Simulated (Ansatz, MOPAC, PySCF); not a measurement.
Vertical ionisation energy to the doublet: 5 cases among organics with oxygen, in eV, species as SMILES. Terms: no spin-orbit coupling; each state is the SCF solution reached for its charge and spin; frozen cores in correlated levels; six Cartesian d functions in 6-31G* and its kin unless marked 5d; non-relativistic; dispersion terms only where a functional's name holds one; UHF or UKS for open shells. Basis-set limits of correlation are two-point, X^-3; Hartree-Fock from the larger set. The bracket is a focal-point correction in the basis named. Ab initio and DFT rows: single points at B3LYP-D3(BJ) geometries (Ansatz, an electronic-structure program). Semi-empirical rows: differences of heats of formation at the shared geometry for vertical values.

Coupled cluster (Ansatz) is a level with limits of its own, used here on species with T1 under 0.025 (0.045 for open shells) and stable references: RI-MP2/CBS(aug-cc-pVTZ,aug-cc-pVQZ)+[CCSD(T)-MP2]/aug-cc-pVTZ.

```
species    atoms  coupled cluster  difference of AM1 (MOPAC)  difference of PM3 (MOPAC)  difference of PBE/6-31G* (Ansatz)  difference of B3LYP/STO-3G (Ansatz)  difference of M06-2X/6-31G* (5d) (PySCF)  difference of B3LYP/def2-TZVPD (Ansatz)  difference of wB97X-V/def2-TZVPD (Ansatz)
---------  -----  ---------------  -------------------------  -------------------------  ---------------------------------  -----------------------------------  ----------------------------------------  ---------------------------------------  -----------------------------------------
O=CO           5            11.65                      -0.47                      -0.65                              -0.56                                -2.90                                     -0.20                                    -0.18                                      -0.21
C=C=O          5             9.85                      -0.64                      -0.67                              -0.35                                -1.88                                     -0.16                                    -0.04                                      -0.09
O=C1CC1        8             9.68                       0.10                       0.24                              -0.63                                -2.00                                     -0.22                                    -0.20                                      -0.17
COC(C)C       15             9.88                      -0.09                       0.18                              -0.86                                -2.75                                     -0.28                                    -0.36                                      -0.26
C(C(C)C)O     15            10.76                      -0.39                      -0.23                              -1.23                                -2.88                                     -0.35                                    -0.50                                      -0.29
```

```
level                        cases  mean signed difference  mean absolute difference  median absolute difference  largest absolute difference
---------------------------  -----  ----------------------  ------------------------  --------------------------  ---------------------------
AM1 (MOPAC)                      5                  -0.298                     0.338                       0.390                         0.64
PM3 (MOPAC)                      5                  -0.226                     0.394                       0.240                         0.67
PBE/6-31G* (Ansatz)              5                  -0.726                     0.726                       0.630                         1.23
B3LYP/STO-3G (Ansatz)            5                  -2.482                     2.482                       2.750                         2.90
M06-2X/6-31G* (5d) (PySCF)       5                  -0.242                     0.242                       0.220                         0.35
B3LYP/def2-TZVPD (Ansatz)        5                  -0.256                     0.256                       0.200                         0.50
wB97X-V/def2-TZVPD (Ansatz)      5                  -0.204                     0.204                       0.210                         0.29
```

AM1 lies above in 1 of 5 cases and within 0.1 eV in 2; mean signed difference -0.298 eV, mean absolute 0.338 eV (0.403 over the 3 cases of up to 8 atoms, 0.240 over the larger). These figures hold for the species listed.

How the rows were picked: cases drawn at random among the computed members of the class with clean coupled-cluster diagnostics. The batch they came from held 18 cases of this property in the class: 2 with a tabulated value, 5 with clean coupled cluster alone, 11 with neither, which enter no statistics. The levels are drawn from those run on every case listed, the commonest habits more often. No case is left out for the size of its miss. Left out are saddle points of the reference geometry, anions that the best level run finds unbound, excited spin states, species near biochemistry, 298 K rows of species without real B3LYP wavenumbers, cases with under five habitual levels, runs that failed or that the program found above a lower state of the same kind, table entries that another table contradicts, and a share of species set aside by lot.
